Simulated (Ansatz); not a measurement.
# CH₃O₃S radical: a ladder of functionals and wavefunction methods

An exercise on one series of results from a longer session: the logs are not shown, and one member is left open.

Program: Ansatz 0.2.0, Gaussian basis. Level of theory: functionals in def2-TZVPP, the program's frozen cores in correlated methods. These are calculated values, not measurements.

Levels to be run: LDA (SPW92), PBE-D4, revPBE-D4, BLYP-D4, r2SCAN-D4, B97M-V, PBE0-D4, B3LYP-D4, r2SCANh-D4, r2SCAN0-D4, HSE06-D4, BHLYP-D4, CAM-B3LYP-D4, LC-ωPBE, ωB97X-V, ωB97M-V, B2PLYP, PBE-QIDH; CCSD(T)/def2-SVP; CCSD(T)/def2-TZVPP; MP2/def2-QZVPP; extrapolation to the limit; RPA on PBE.

## The relaxed structure

The geometry comes from an earlier relaxation with PBE0-D4 in a triple-zeta def2 set; it is a stationary point, not always the lowest conformer.

SMILES `[CH2]S(=O)(=O)O`, 8 atoms, charge 0, spin multiplicity 2.

Atoms are counted from 1 here; the program's logs count them from 0.

Bond lengths: C1–S2 1.718 Å, C1–H6 1.080 Å, C1–H7 1.081 Å, S2–O3 1.423 Å, S2–O4 1.428 Å, S2–O5 1.593 Å, O5–H8 0.967 Å. Angles: S2–C1–H6 118.0°, S2–C1–H7 118.6°, H6–C1–H7 122.9°, C1–S2–O3 108.6°, C1–S2–O4 108.8°, C1–S2–O5 102.4°, O3–S2–O4 122.0°, O3–S2–O5 105.3°, O4–S2–O5 107.9°, S2–O5–H8 108.4°.

Set-up of the first run:

in.yaml reads:

```yaml
crystal:
  periodic: [false, false, false]
  atoms:
    - {symbol: C, position_ang: [0.840597, 0.685670, 0.514354]}
    - {symbol: S, position_ang: [-0.138395, -0.192722, -0.591518]}
    - {symbol: O, position_ang: [-0.518179, 0.678217, -1.650415]}
    - {symbol: O, position_ang: [0.467428, -1.462448, -0.836037]}
    - {symbol: O, position_ang: [-1.469444, -0.438032, 0.248544]}
    - {symbol: H, position_ang: [1.871553, 0.384015, 0.628848]}
    - {symbol: H, position_ang: [0.442099, 1.590001, 0.952154]}
    - {symbol: H, position_ang: [-1.403460, -1.301702, 0.678269]}
basis:
  gaussian: {orbitals: def2-TZVPP}
magnetization: {spin_polarized: true, initial_magnetization: 1}
hamiltonian: {xc: lda}
output: {orbitals: {seedname: orbitals}}
```

Command:

```bash
$ ansatz run in.yaml --threads 4 --pin off --events-out ev --progress --plain --max-ram 10444MiB
```

Steps of the session up to this table: LDA; PBE-D4 (GGA); revPBE-D4 (GGA); BLYP-D4 (GGA); r2SCAN-D4 (meta-GGA); B97M-V (meta-GGA); PBE0-D4 (hybrid); B3LYP-D4 (hybrid); r2SCANh-D4 (hybrid); r2SCAN0-D4 (hybrid); HSE06-D4 (hybrid); BHLYP-D4 (hybrid); CAM-B3LYP-D4 (range-separated); LC-ωPBE (range-separated); ωB97X-V (range-separated); ωB97M-V (range-separated); B2PLYP (double hybrid); PBE-QIDH (double hybrid).

One table of the session follows, with a row left open; its other results are not shown here.

It belongs to the step «Orbital energies across the functionals». 

| functional | HOMO (eV) | LUMO (eV) | gap (eV) |
| --- | --- | --- | --- |
| LDA (SPW92) | -6.51 | -5.14 | 1.37 |
| PBE-D4 | -6.47 | -4.54 | 1.93 |
| revPBE-D4 | -6.42 | -4.37 | 2.05 |
| BLYP-D4 | -6.30 | -4.55 | 1.75 |
| r2SCAN-D4 | -7.01 | -3.98 | 3.03 |
| B97M-V | -6.83 | -4.27 | 2.56 |
| PBE0-D4 | -8.09 | -3.41 | 4.68 |
| B3LYP-D4 | -7.75 | -3.87 | 3.88 |
| r2SCANh-D4 | -7.60 | -3.59 | 4.01 |
| r2SCAN0-D4 | -8.49 | -3.01 | 5.48 |
| HSE06-D4 | -7.68 | -3.80 | 3.87 |
| BHLYP-D4 | -9.52 | -2.36 | 7.16 |
| CAM-B3LYP-D4 | -9.50 | -2.44 | 7.06 |
| LC-ωPBE | ? | ? | ? |
| ωB97X-V | -10.41 | -1.42 | 9.00 |
| ωB97M-V | -10.22 | -1.51 | 8.71 |

Estimate the missing values for LC-ωPBE.

The run gave: HOMO (eV): -11.01; LUMO (eV): -0.90; gap (eV): 10.11. In the column «HOMO (eV)» it is the lowest.
